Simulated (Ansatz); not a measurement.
**fcc Pd**

The numbers are results of PBEsol (Ansatz, an electronic-structure program, plane waves, PAW), not measurements.

Settings: plane-wave cutoff 500 eV, 16×16×1 k mesh (along the axes of the cell as run), Fermi–Dirac smearing 0.1 eV, scalar-relativistic PAW data made under PBE.

Cell: relaxed at this level.

| Quantity | Value |
|---|---|
| surface energy of the (210) face | 2.07 J/m² |
| work function of the (210) face | 4.87 eV |

The slab of 20 atoms is relaxed and unreconstructed.

Static lattice: no zero-point or thermal effects.
